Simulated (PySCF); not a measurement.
# r2SCANh-D4/pcseg-0 run of C2H2FS− (SMILES C=C(F)[S-])

What is the energy difference between two shapes of C2H2FS− at r2SCANh-D4/pcseg-0? 

Program for the calculation: PySCF 2.14.0.

1 further run of the same task is left out (set aside as unsound or not needed).

### 1 The system as given

C2H2FS−: 6 atoms, total charge -1, spin state singlet. SMILES: `C=C(F)[S-]`. The coordinates come from a GFN2-xTB relaxation.

Bond lengths: C1–C2 1.339 Å, C2–F3 1.399 Å, C2–S4 1.684 Å, C1–H5 1.074 Å, C1–H6 1.079 Å. Angles: C1–C2–F3 114.8°, C1–C2–S4 129.1°, F3–C2–S4 116.1°, C2–C1–H5 120.2°, C2–C1–H6 121.5°, H5–C1–H6 118.3°.

### 2 A stability test at r2SCANh-D4/pcseg-0

Contents of input.py:

```python
from pyscf import gto, dft

mol = gto.Mole()
mol.atom = [
    ('C', (-0.134120, 0.748510, 0.017720)),
    ('C', (0.106370, -0.569060, -0.000420)),
    ('F', (0.607450, -1.090970, 1.196540)),
    ('S', (-0.110620, -1.670340, -1.255710)),
    ('H', (-0.520330, 1.238760, -0.856410)),
    ('H', (0.051250, 1.343090, 0.898280)),
]
mol.charge = -1
mol.basis = 'pcseg-0'
mol.max_memory = 1860
mol.symmetry = True
mol.verbose = 3
mol.build()

mf = dft.RKS(mol)
mf.xc = 'r2scanh'
mf.disp = 'd4'
mf.kernel()

etot = mf.e_tot
print('E(%s) = %.9f' % ('R2SCANH', etot))
mo_i, mo_e, stable_i, stable_e = mf.stability(internal=True, external=True, return_status=True)
print('stable: internal', stable_i, 'external', stable_e)
```

The run is started by

```sh
$ OMP_NUM_THREADS=1 python input.py
```

The program printed:

```text
converged SCF energy = -574.354151751616
E(R2SCANH) = -574.354151752
<class 'pyscf.dft.rks.RKS'> wavefunction is stable in the internal stability analysis
<class 'pyscf.dft.rks.RKS'> wavefunction is stable in the real -> complex stability analysis
<class 'pyscf.dft.rks.RKS'> wavefunction is stable in the RHF/RKS -> UHF/UKS stability analysis
stable: internal True external True
```

Run time: 66 s. Hardware: 1 thread of Arm Neoverse V1, shared host; peak memory 0.4 GiB.

### 3 The distorted shape

Contents of calc.py:

```python
from pyscf import gto, dft

molecule = gto.M(
    atom=[
    ('C', (-0.215990, 0.600482, 0.051130)),
    ('C', (-0.048713, -0.519118, 0.327614)),
    ('F', (0.533069, -0.897384, 1.170065)),
    ('S', (-0.133140, -1.593502, -1.191099)),
    ('H', (-0.475436, 1.255169, -0.657395)),
    ('H', (0.048806, 1.159291, 0.917941)),
],
    max_memory=1860,
    basis='pcseg-0',
    charge=-1,
    verbose=3,
    symmetry=True,
)

mf = dft.RKS(molecule)
mf.xc = 'r2scanh'
mf.disp = 'd4'
mf.kernel()

e_tot = mf.e_tot
print('Final energy', e_tot)
mo_i, mo_e, stable_i, stable_e = mf.stability(internal=True, external=True, return_status=True)
print('stable: internal', stable_i, 'external', stable_e)
```

The run is started by

```sh
$ OMP_NUM_THREADS=1 python calc.py
```

The program printed:

```text
converged SCF energy = -574.127334812236
Final energy -574.1273348122364
<class 'pyscf.dft.rks.RKS'> wavefunction is stable in the internal stability analysis
<class 'pyscf.dft.rks.RKS'> wavefunction is stable in the real -> complex stability analysis
<class 'pyscf.dft.rks.RKS'> wavefunction is stable in the RHF/RKS -> UHF/UKS stability analysis
stable: internal True external True
```

Wall time 61 s (1 thread of Arm Neoverse V1, shared host); peak memory 0.4 GiB.

### 4 Outcome

At r2SCANh-D4/pcseg-0:

| quantity | value |
| --- | --- |
| first shape: total energy | -574.35415 Eh |
| first shape: HOMO energy | 0.61 eV |
| first shape: LUMO energy | 6.14 eV |
| first shape: HOMO–LUMO gap (to an unbound level, set by the basis) | 5.53 eV |
| first shape: dispersion energy | -3.04 kJ/mol |
| distorted shape: total energy | -574.12733 Eh |
| distorted shape: HOMO energy | 1.60 eV |
| distorted shape: LUMO energy | 6.90 eV |
| distorted shape: HOMO–LUMO gap (to an unbound level, set by the basis) | 5.30 eV |
| distorted shape: dispersion energy | -3.07 kJ/mol |
| energy change with the atoms displaced | 6.172 eV |

**Reading.** With the atoms displaced the energy rises by 6.17 eV (142 kcal/mol). The first shape isn't relaxed at this level, so the change isn't measured from a minimum. The HOMO (first shape) lies at positive energy, 0.61 eV; only total energies tell whether the electron is bound. Mulliken charges (distorted shape) run from -0.58 on S4 to +0.18 on H5; they depend strongly on the basis. The HOMO (distorted shape) lies at positive energy, 1.60 eV; only total energies tell whether the electron is bound.
